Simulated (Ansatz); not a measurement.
A run of Ansatz (development build ahead of 0.2.0) on singlet C2H2O2 at this shape:

```yaml
atoms:
  - { symbol: C, position_ang: [0.0000, 0.0263, -0.8204] }
  - { symbol: C, position_ang: [0.0000, -0.0263, 0.8204] }
  - { symbol: O, position_ang: [0.0000, 1.1494, -1.4659] }
  - { symbol: O, position_ang: [0.0000, -1.1494, 1.4659] }
  - { symbol: H, position_ang: [0.0000, -1.0585, -1.3526] }
  - { symbol: H, position_ang: [0.0000, 1.0585, 1.3526] }
```

Its results:

```json
{"Converged": "yes", "Total energy": "-226.61924 hartree", "Spin squared of the determinant": "0.000"}
```

Which input gives this output? Name the method, the orbitals and the basis set, and write the input.

RHF in def2-TZVP. An unrestricted run that stays on the closed shell gives the same numbers.

```yaml
crystal:
  periodic: [false, false, false]
  atoms:
    - { symbol: C, position_ang: [0.0, 0.02634, -0.82042] }
    - { symbol: C, position_ang: [0.0, -0.02634, 0.82042] }
    - { symbol: O, position_ang: [0.0, 1.1494, -1.46588] }
    - { symbol: O, position_ang: [0.0, -1.1494, 1.46588] }
    - { symbol: H, position_ang: [0.0, -1.05854, -1.35256] }
    - { symbol: H, position_ang: [0.0, 1.05854, 1.35256] }
basis:
  gaussian: { orbitals: def2-TZVP }
hamiltonian:
  xc: hf
```

Caution: in another basis set an unrestricted determinant lies well below.
